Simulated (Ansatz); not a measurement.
Born–Oppenheimer molecular dynamics of BFH₄O (7 atoms, charge 0, multiplicity 1). It starts at the highest image of a converged band, a first-order saddle point between two minima.

The calculation used RHF/def2-SVPD (Ansatz 0.2.0).

```
ensemble                      : NVE (velocity Verlet)
time step                     : 0.5 fs
steps asked                   : 200
starting velocities drawn for : 100 K
seed                          : 7786
```

First frame:

```xyz
7
Properties=species:S:1:pos:R:3
B 0.049 -0.252 -0.073
F -0.018 0.073 1.566
H 1.087 0.187 -0.464
H -0.997 0.069 -0.557
O 0.119 -1.686 0.382
H -0.643 -2.207 0.182
H 0.044 -1.038 1.409
```

(1) How far do the bonds stretch over the last three quarters of this one trajectory? (Pairs bonded in most of those frames.)

## Answers

(1) 
```csv
bond,mean (Å),spread (Å),shortest,longest
B1–H3,1.198,0.008,1.18,1.21
B1–H4,1.204,0.008,1.19,1.22
B1–O5,1.349,0.017,1.32,1.39
F2–H7,0.902,0.014,0.88,0.93
O5–H6,0.943,0.003,0.94,0.95
```

Mean temperature of the second half: 1855 K. The conserved energy stayed within 0.067 meV per atom of its start (net change 0.029 meV per atom), so the integration is sound. The kinetic energy rose, since the run started high on the potential surface and went downhill. It ends in pieces (BH3O + FH), so much of that is their flight and rotation, not heat. A run of 0.1 ps of so small a system gives no equilibrium averages. The orbitals stay closed-shell, which can raise the energy where a bond breaks towards radicals; this wasn't checked here.

The run took 2.4 min on 1 thread of Arm Neoverse V2 (shared host), peak memory 0.14 GiB.
